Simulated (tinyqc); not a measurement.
Inside a calculation. Method: RKS/BP86 in the sto-6g basis, for H2O, spin multiplicity 1. One step of it, computed by the program tinyqc.

Question. Iteration 7 (converged): orbitals. Diagonalise F' = X^T F X, C = X C', fill 5 alpha and 5 beta electrons from the bottom; D = 2 C_occ C_occ^T. Each column has its largest component positive (the first on a tie).

converged F (hartree), lower triangle:
```
,1O 1s,1O 2s,1O 2px,1O 2py,1O 2pz,2H 1s,3H 1s
1O 1s,-18.700273
1O 2s,-4.572022,-1.835317
1O 2px,0.000000,0.000000,-0.068026
1O 2py,0.000000,0.000000,0.000000,-0.233404
1O 2pz,-0.022853,-0.166015,0.000000,0.000000,-0.137138
2H 1s,-1.112743,-0.757672,0.000000,-0.263781,-0.207047,-0.430092
3H 1s,-1.112743,-0.757672,0.000000,0.263781,-0.207047,-0.273911,-0.430092
```

X, lower triangle:
```
,1O 1s,1O 2s,1O 2px,1O 2py,1O 2pz,2H 1s,3H 1s
1O 1s,1.022894
1O 2s,-0.139367,1.256943
1O 2px,0.000000,0.000000,1.000000
1O 2py,0.000000,0.000000,0.000000,1.132634
1O 2pz,-0.008277,0.099289,0.000000,0.000000,1.041760
2H 1s,0.020421,-0.306132,0.000000,-0.249115,-0.129146,1.214067
3H 1s,0.020421,-0.306132,0.000000,0.249115,-0.129146,-0.077488,1.214067
```

Give: F' = X^T F X; orbital energies; coefficients C; D after iteration 7.

Answer.

F' = X^T F X (hartree), lower triangle:
```
,1,2,3,4,5,6,7
1,-18.3832
2,-2.3714,-0.8337
3,0.0000,0.0000,-0.0680
4,0.0000,0.0000,0.0000,-0.0211
5,-0.0264,-0.0416,0.0000,0.0000,-0.0726
6,-0.2032,-0.3487,0.0000,-0.3025,-0.1667,-0.0313
7,-0.2032,-0.3487,0.0000,0.3025,-0.1667,-0.0813,-0.0313
```

orbital energies (hartree): MO1 -18.7047, MO2 -0.8425, MO3 -0.4148, MO4 -0.1342, MO5 -0.0680, MO6 0.2794, MO7 0.4437

coefficients C:
```
,MO1,MO2,MO3,MO4,MO5,MO6,MO7
1O 1s,0.9959,-0.2158,0.0000,0.1110,0.0000,-0.1264,0.0000
1O 2s,0.0199,0.7936,0.0000,-0.5826,0.0000,0.9094,0.0000
1O 2px,0.0000,0.0000,0.0000,0.0000,1.0000,0.0000,0.0000
1O 2py,0.0000,0.0000,0.5948,0.0000,0.0000,0.0000,1.0262
1O 2pz,0.0035,0.1965,0.0000,0.7949,0.0000,0.6768,0.0000
2H 1s,-0.0053,0.1761,0.4352,0.2560,0.0000,-0.8125,-0.8407
3H 1s,-0.0053,0.1761,-0.4352,0.2560,0.0000,-0.8125,0.8407
```

D after iteration 7, lower triangle:
```
,1O 1s,1O 2s,1O 2px,1O 2py,1O 2pz,2H 1s,3H 1s
1O 1s,2.1013
1O 2s,-0.4323,1.9391
1O 2px,0.0000,0.0000,2.0000
1O 2py,0.0000,0.0000,0.0000,0.7076
1O 2pz,0.0987,-0.6142,0.0000,0.0000,1.3409
2H 1s,-0.0297,-0.0190,0.0000,0.5177,0.4761,0.5719
3H 1s,-0.0297,-0.0190,0.0000,-0.5177,0.4761,-0.1856,0.5719
```
